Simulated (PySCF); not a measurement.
## Choosing a basis for TDDFT

Compound: AlH6NSi.
Cartesian coordinates in Å at the PBE0-D3(BJ)/def2-SVP level; atoms count from 1:
```
atom  x, y, z in Å
Al1    1.9026   -0.1103    0.0426
N2     0.2117    0.0037    0.6204
Si3   -1.2723    0.0667   -0.2923
H4     3.0483   -0.1279    1.1403
H5     2.1521   -0.1859   -1.5204
H6     0.0800    0.0511    1.6298
H7    -2.2031   -1.0516    0.0647
H8    -2.0225    1.3454   -0.0748
H9    -0.9152   -0.0422   -1.7381
```

TDDFT with PBE0 (PySCF), vertical singlets, core orbitals frozen in the response, spherical d and f functions. Geometry: PBE0-D3(BJ)/def2-SVP; no solvent, vibrations or thermal averaging.

```json
{"basis": "6-31G*", "functions": "62", "diffuse": "no", "S1 (eV)": "5.84", "S2 (eV)": "6.12", "S3 (eV)": "6.41", "S4 (eV)": "7.13", "S5 (eV)": "7.64", "LUMO (eV)": "-0.83", "α (au)": "51.7"}
{"basis": "6-31+G*", "functions": "74", "diffuse": "yes", "S1 (eV)": "5.76", "S2 (eV)": "6.04", "S3 (eV)": "6.08", "S4 (eV)": "7.09", "S5 (eV)": "7.18", "LUMO (eV)": "-1.02", "α (au)": "57.0"}
{"basis": "def2-SVP", "functions": "80", "diffuse": "no", "S1 (eV)": "5.91", "S2 (eV)": "6.09", "S3 (eV)": "6.58", "S4 (eV)": "7.14", "S5 (eV)": "7.73", "LUMO (eV)": "-0.84", "α (au)": "56.0"}
{"basis": "def2-SVPD", "functions": "116", "diffuse": "yes", "S1 (eV)": "5.84", "S2 (eV)": "6.00", "S3 (eV)": "6.28", "S4 (eV)": "7.10", "S5 (eV)": "7.31", "LUMO (eV)": "-0.96", "α (au)": "65.3"}
{"basis": "aug-cc-pVDZ", "functions": "131", "diffuse": "yes", "S1 (eV)": "5.70", "S2 (eV)": "5.95", "S3 (eV)": "6.01", "S4 (eV)": "6.94", "S5 (eV)": "7.01", "LUMO (eV)": "-1.07", "α (au)": "66.7"}
{"basis": "def2-TZVP", "functions": "141", "diffuse": "no", "S1 (eV)": "5.81", "S2 (eV)": "6.01", "S3 (eV)": "6.30", "S4 (eV)": "7.08", "S5 (eV)": "7.38", "LUMO (eV)": "-0.96", "α (au)": "61.7"}
{"basis": "def2-TZVPD", "functions": "177", "diffuse": "yes", "S1 (eV)": "5.79", "S2 (eV)": "5.99", "S3 (eV)": "6.13", "S4 (eV)": "7.05", "S5 (eV)": "7.18", "LUMO (eV)": "-1.00", "α (au)": "65.9"}
{"basis": "aug-cc-pVTZ", "functions": "284", "diffuse": "yes", "S1 (eV)": "5.73", "S2 (eV)": "5.96", "S3 (eV)": "6.03", "S4 (eV)": "6.97", "S5 (eV)": "7.02", "LUMO (eV)": "-1.06", "α (au)": "66.4"}
```

Task: How much do these states and the polarisability depend on the basis?

Result: States are compared by their number. Against the largest diffuse basis here (aug-cc-pVTZ, itself not a converged limit), sets without diffuse functions differ by up to 0.18 eV in S1 and 0.71 eV in S5; the smaller diffuse sets differ by up to 0.11 and 0.29 eV. State by state, the largest deviation of a set without diffuse functions is S1 0.18, S2 0.16, S3 0.54, S4 0.18, S5 0.71 eV. The same number needn't mean the same state in each row. Against aug-cc-pVTZ the polarisability deviates by -22% in 6-31G*, -14% in 6-31+G*, -16% in def2-SVP, -2% in def2-SVPD, +1% in aug-cc-pVDZ, -7% in def2-TZVP, -1% in def2-TZVPD. A single + in a Pople set puts diffuse functions on heavy atoms only.
